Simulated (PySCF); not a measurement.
Gas-phase XPS of BH2Me, computed

BH2Me, CH5B.
Structure used (PBE0-D3(BJ)/def2-SVP), in Å, numbered top down from 1:
```xyz
7
CH5B angstrom
B      0.433    0.765    0.013
H      1.645    0.776   -0.006
H     -0.147    1.824   -0.091
C     -0.344   -0.578    0.074
H     -0.382   -0.885   -0.995
H     -1.387   -0.509    0.411
H      0.182   -1.393    0.593
```

Computed, not measured: delta-SCF UKS SCAN, pcX-2 on the ionised atom, pcseg-1 elsewhere, spin-free X2C (PySCF 2.14.0). Vertical ΔSCF values, vacuum level as zero.

Problem. List the computed XPS lines with their assignment.

Solution. 
```json
{"atom(s)": "C4", "bonded to": "3 H and B", "level": "C 1s", "binding energy (eV)": "290.52", "count": "1"}
{"atom(s)": "B1", "bonded to": "C and 2 H", "level": "B 1s", "binding energy (eV)": "196.53", "count": "1"}
```

Problem. Give the binding energy of B 1s of B1 in hartree and in kJ/mol.

Solution. 196.53 eV = 7.2223 Eh = 18962 kJ/mol.

Problem. Which effective nuclear charge Zeff reproduces each element's mean 1s value in the hydrogen-like formula E = 13.606 eV × Zeff²?

Solution. B (Z = 5): mean 196.5 eV, Zeff = 3.80, Z − Zeff = 1.20; C (Z = 6): mean 290.5 eV, Zeff = 4.62, Z − Zeff = 1.38. Means run over the listed sites, weighted by atom count.

Geometry: PBE0-D3(BJ)/def2-SVP; no solvent, vibrations or thermal averaging.

On an Arm Neoverse V1 with one thread, shared host, this took 4.0 s.
